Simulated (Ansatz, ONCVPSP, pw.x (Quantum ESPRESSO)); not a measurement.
# W (Z = 74): does the ONCV potential hold in the solid?

ONCVPSP 4.0.1.1 (patched build) input, shortened (lines: element, Z, core and valence counts, functional; n l f; lmax; l rc ep ncon nbas qcut; lloc lpopt rc5 dvloc0; l nproj debl; icmod fcfact rcfact), PBE, scalar-relativistic:

```
  W 74.00   10    4        4      upf
    1    0    2.00
    2    0    2.00
    2    1    6.00
    3    0    2.00
    3    1    6.00
    3    2   10.00
    4    0    2.00
    4    1    6.00
    4    2   10.00
    4    3   14.00
    5    0    2.00
    5    1    6.00
    5    2    4.00
    6    0    2.00
    2
    0    1.95    0.00    4    8    8.00
    1    1.70    0.00    3    7    9.20
    2    2.25    0.00    4    9    8.30
    4    5    1.55    2.00
    0    2    2.10
    1    1    1.50
    2    1    3.30
    0    0.00    0.00
```

Atomic tests: cutoffs needed: 26 Ha and 31 Ha (the cutoffs (Ha) at which the residual kinetic energy of the hardest occupied pseudo-wave falls to 1 and 0.1 mHa per electron); ghost test: ghosts flagged at negative energy: p at -8.4 eV; no localised positive-energy state flagged; a true bound ghost makes a file unfit for plane-wave use; configuration tests: 1 of 4 tests not solved or not reliable.

Crystal test: bcc W in pw.x 7.5, no spin, 14³ k-points, Fermi–Dirac smearing 0.01 Ry, cutoffs 75/300 Ry. The reference is all-electron LAPW (Ansatz 0.2.0) with the same functional, mesh and smearing; V0 and B0 come from Birch–Murnaghan fits to the pressures at five volumes. Errors are pseudo minus all-electron; Δ is the rms difference of the E(V) curves that follow from these fits, minima aligned, over ±6 % about the mean V0. Mesh and smearing are coarse, so the numbers serve the comparison and aren't converged zero-temperature values; the lattice is a test structure that the element need not adopt.

All-electron: a0 = 3.184 Å (V0 = 16.15 Å³/atom), B0 = 300.6 GPa.

Problem. How far does the potential miss the all-electron equation of state?

Solution. mean pressure error (GPa): -36.99. The pressure does not cross zero within the volumes sampled, so no fit is given. This is a poor potential for the solid. Note: ghosts flagged at negative energy: p at -8.4 eV; no localised positive-energy state flagged. A true bound ghost makes a file unfit for plane-wave use. Atomic configuration tests: 1 of 4 tests not solved or not reliable.

```tsv
V (Å³/atom)	P all-electron (GPa)	P pseudo (GPa)
15.323	17.51	-24.55
15.727	8.35	-30.96
16.130	0.30	-36.48
16.533	-6.79	-41.25
16.936	-13.02	-45.34
```

Problem. At the middle volume, how do free energy and pressure move when the wave cutoff is lowered (ecutrho kept at four times it)?

Solution.

```
cutoff (Ry)  shift of F (meV/atom)  shift of P (GPa)
         34                +6499.2            -69.31
         45                +2780.9            -96.35
         60                 +271.2            -20.48
```

The run at the middle volume (104 k-points, 9 iterations) took about 39 s on one core of a shared host (Neoverse-N1, 64 threads, 498 GiB, load 19).
